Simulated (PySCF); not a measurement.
Badger's rule along the third period: bonds to S

PBE0 in PySCF with def2-TZVP on every atom, for the lowest determinant that a PBE0 search found; no spin–orbit coupling. Badger's rule says that Re = d + c·k^(−1/3) for bonds between atoms of fixed rows.

```tsv
molecule	state (unpaired electrons)	Re (Å)	k (mdyn/Å)
PS	doublet (π ↑)	1.892	5.58
SiS	singlet (closed shell)	1.930	?
AlS	doublet (σ ↑)	2.032	?
MgS	singlet (closed shell)	2.136	?
NaS	doublet (π ↑)	2.484	0.869
```

Task: Fix c and d from PS and NaS.

Result: c = (2.484 − 1.892)/(0.869^(−1/3) − 5.58^(−1/3)) = 1.223, d = 1.892 − c·5.58^(−1/3) = 1.203 Å.

Task: Predict k of the others and set the computed values beside them.

Result: 

| molecule | k by the rule | k computed | difference (%) |
| --- | --- | --- | --- |
| SiS | 4.75 | 5.17 | -8 |
| AlS | 3.20 | 3.32 | -3 |
| MgS | 2.25 | 2.40 | -6 |

The rule misses by 6 % on average, well for two fitted constants.

States were picked by a PBE0 search and need not be the measured ground states.
